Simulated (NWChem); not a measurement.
System: N, quartet

Excerpt of the output:

```
             Northwest Computational Chemistry Package (NWChem) 7.3.0
             --------------------------------------------------------

                             Geometry "geometry" -> ""
                             -------------------------

 Output coordinates in angstroms (scale by  1.889725989 to convert to a.u.)

  No.       Tag          Charge          X              Y              Z
 ---- ---------------- ---------- -------------- -------------- --------------
    1 N                    7.0000     0.00000000     0.00000000     0.00000000

 Effective nuclear repulsion energy (a.u.)       0.0000000000

  pbe96 is a nonlocal functional; adding pw91lda local functional.

                                 NWChem DFT Module
                                 -----------------

 Summary of "ao basis" -> "ao basis" (spherical)
 ------------------------------------------------------------------------------
       Tag                 Description            Shells   Functions and Types
 ---------------- ------------------------------  ------  ---------------------
 N                        aug-pcseg-1                9       23   4s3p2d

            General Information
            -------------------
          SCF calculation type: DFT
          Wavefunction type:  spin polarized.
          No. of atoms     :     1
          No. of electrons :     7
           Alpha electrons :     5
            Beta electrons :     2
          Charge           :     0
          Spin multiplicity:     4
          Use of symmetry is: off; symmetry adaption is: off
          Maximum number of iterations: 150
          AO basis - number of functions:    23
                     number of shells:     9
          Convergence on energy requested:  1.00D-06
          Convergence on density requested:  1.00D-05
          Convergence on gradient requested:  5.00D-04

              XC Information
              --------------
          PerdewBurkeErnzerhof Exchange Functional  1.000
            Perdew 1991 LDA Correlation Functional  1.000 local
           PerdewBurkeErnz. Correlation Functional  1.000 non-local

             Grid Information
             ----------------
          Grid used for XC integration:  medium
          Radial quadrature: Mura-Knowles
          Angular quadrature: Lebedev.
          Tag              B.-S. Rad. Rad. Pts. Rad. Cut. Ang. Pts.
          ---              ---------- --------- --------- ---------
          N                   0.65       49           7.0       434
          Grid pruning is: on
          Number of quadrature shells:    49
          Spatial weights used:  Erf1

      Superposition of Atomic Density Guess
      -------------------------------------

 Sum of atomic energies:         -54.28093172

      Non-variational initial energy
      ------------------------------

 Total energy =     -53.801510
 1-e energy   =     -73.773161
 2-e energy   =      19.971651
 HOMO         =      -0.207979
 LUMO         =      -0.207979

     ---------------------------------------------
      Total Density - Mulliken Population Analysis
     ---------------------------------------------

    Atom       Charge   Shell Charges
 -----------   ------   -------------------------------------------------------
    1 N    7     7.00   2.00  1.01  0.99  0.00  1.56  1.30  0.14  0.00  0.00

     --------------------------------------------
      Spin Density - Mulliken Population Analysis
     --------------------------------------------

    Atom       Charge   Shell Charges
 -----------   ------   -------------------------------------------------------
    1 N    7     3.00   0.00  0.00  0.00 -0.00  1.56  1.30  0.14  0.00  0.00

   convergence    iter        energy       DeltaE   RMS-Dens  Diis-err
 ---------------- ----- ----------------- --------- --------- ---------
 d= 0,ls=0.0,diis     1    -54.4608675127 -5.45D+01  1.96D-02  1.27D-01
                                                     2.72D-03  7.70D-03
 d= 0,ls=0.0,diis     2    -54.4802167304 -1.93D-02  8.25D-03  6.57D-02
                                                     4.28D-03  2.33D-02
 d= 0,ls=0.0,diis     3    -54.5065334578 -2.63D-02  2.94D-04  5.34D-05
                                                     2.37D-04  1.54D-05
 d= 0,ls=0.0,diis     4    -54.5065620843 -2.86D-05  2.66D-05  4.05D-07
                                                     2.39D-05  9.93D-08
 d= 0,ls=0.0,diis     5    -54.5065623051 -2.21D-07  3.67D-07  1.28D-10
                                                     3.17D-07  3.91D-11

         Total DFT energy =      -54.506562305147
      One electron energy =      -73.846865369332
           Coulomb energy =       26.041619277318
    Exchange-Corr. energy =       -6.701316213133
 Nuclear repulsion energy =        0.000000000000

 Numeric. integr. density =        6.999999991595

                    DFT Final Alpha Molecular Orbital Analysis
                    ------------------------------------------

 Vector    3  Occ=1.000000D+00  E=-3.063708D-01
              MO Center=  2.6D-16,  6.1D-17, -2.0D-17, r^2= 7.7D-01
   Bfn.  Coefficient  Atom+Function         Bfn.  Coefficient  Atom+Function
  ----- ------------  ---------------      ----- ------------  ---------------
     5      0.608624  1 N  px                 8      0.379793  1 N  px
     6     -0.300901  1 N  py                 9     -0.187768  1 N  py
     7      0.159225  1 N  pz                10      0.099360  1 N  pz
    11      0.034086  1 N  px

[...]

                         DFT ENERGY GRADIENTS

    atom               coordinates                        gradient
                 x          y          z           x          y          z
   1 N       0.000000   0.000000   0.000000   -0.000000   0.000000   0.000000
```

Level: PBE/aug-pcseg-1, spin-unrestricted. No stability test was run on the SCF state.

Question: Reconstruct the input file.

Answer: One answer among several that fit: the input that was run:
```
start job
memory heap 200 mb stack 900 mb global 1100 mb
geometry units angstroms noautoz
  N      0.000000     0.000000     0.000000
end
basis spherical
  N library aug-pcseg-1
end
dft
  odft
  mult 4
  xc xpbe96 cpbe96
  iterations 150
  mulliken
end
task dft gradient
```
